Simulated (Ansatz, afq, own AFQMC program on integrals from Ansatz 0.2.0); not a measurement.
AFQMC on a folder of integrals that Ansatz 0.2.0 wrote.

```yaml
crystal:
  periodic: [false, false, false]
  atoms:
    - {symbol: Si, position_ang: [-1.171874, 0.006317, 0.021992]}
    - {symbol: Al, position_ang: [1.416563, -0.007636, -0.026584]}
    - {symbol: H, position_ang: [-1.748562, 1.388936, 0.007564]}
    - {symbol: H, position_ang: [-1.736469, -0.658410, 1.240098]}
    - {symbol: H, position_ang: [-1.781536, -0.702136, -1.148828]}
basis:
  gaussian: {orbitals: cc-pVTZ}
total_charge: 1
magnetization: {spin_polarized: true, initial_magnetization: 1}
correlation: {method: ccsd_t, electrons: outside_noble_gas, hamiltonian_folder: ham}
```

```sh
$ ansatz run in.yaml --threads 1 --pin off --events-out ev --progress --plain --max-ram 16896MiB --backend cuda --devices 0, --max-vram 18GiB
```

Options of the walk:

```
--method phaseless --trial cisd --walkers 400 --populations 10 --least-time 60 --time-step 0.005 --steps-per-block 50 --equilibration-blocks 28 --max-blocks 4000 --target-error 0.00018 --factor-cut 1e-05 --start spin_pure --seed 5164 --release-times 0.24,0.51,0.99,1.62,2.4 --release-step 0.03 --release-every 3 --taylor-order 6
```

Times are imaginary, in 1/Eh. The walk had a cap of 207 s. With eight or more populations the least sampling time is a fifth of least-time, and the error comes from their spread.

Log:

```
orbitals 100  electrons 5 4  factors 627 of 649
reference energy -532.32891339 Eh
CCSD correlation -0.18887575 Eh in 12 cycles, weight of the determinant in the CISD state 0.8738
energy of the start -532.516715 Eh
 block  time / (1/Eh)  mean weight  energy / Eh
     1     0.250  0.9998  -532.515089
     2     0.500  0.9989  -532.516004
     3     0.750  0.9998  -532.517200
     4     1.000  1.0002  -532.519139
     5     1.250  0.9999  -532.520259
     9     2.250  0.9999  -532.521464
    19     4.750  0.9991  -532.525024
    31     7.750  1.0005  -532.525633
    34     8.500  1.0006  -532.522437
    43    10.750  0.9997  -532.523718
    55    13.750  1.0002  -532.523941
    67    16.750  0.9999  -532.523803
    79    19.750  0.9998  -532.523012
    91    22.750  0.9996  -532.523060
   103    25.750  0.9996  -532.524482
   115    28.750  1.0004  -532.525886
   127    31.750  1.0000  -532.524603
   133    33.250  0.9995  -532.526242
   139    34.750  1.0000  -532.525838
   148    37.000  1.0004  -532.524631
error from the spread of 10 populations
released: time / (1/Eh)  energy / Eh  error  mean overlap
  0.24  -532.524599  0.000134  0.9967
  0.51  -532.524644  0.000192  1.0016
  0.99  -532.524985  0.000172  0.9995
  1.62  -532.525129  0.000117  0.9793
  2.40  -532.525405  0.000184  0.9687
energy -532.524309 +/- 0.000160 Eh
(rows thinned)
```

The run passed its tests (sampling time, drift between the halves within three errors, error under three times the target), which doesn't prove that it has relaxed. The second half of the sampling lies below the first by 1.7 errors of their difference, so the energy may still be moving and its error bar be too small.

Against this walk (error 4.3 meV) on the same determinant: CCSD(T) 20.6 meV higher. The error is statistical and leaves out the bias of the constraint. None of these is a sure reference here. The released energies are still falling (meV from the phaseless value at times in 1/Eh: -8 ± 4 at 0.24, -9 ± 5 at 0.51, -18 ± 5 at 0.99, -22 ± 3 at 1.62, -30 ± 5 at 2.40), so they give no level; they do show a bias of the constraint, and the last of them that isn't too noisy lies 50 meV below CCSD(T).

Cautions: constraint bias not in the error.

The walk took 49 s on 1 × NVIDIA H100 80GB HBM3 with 2 threads of AMD EPYC 7R13 Processor (Zen 3), on a shared host (the card was shared). The log's last line is the phaseless energy.

A walk keeps the symmetry of its determinant, which the program's search chose and which needn't be the lowest solution, so a lower state of the same spin and another symmetry isn't excluded.
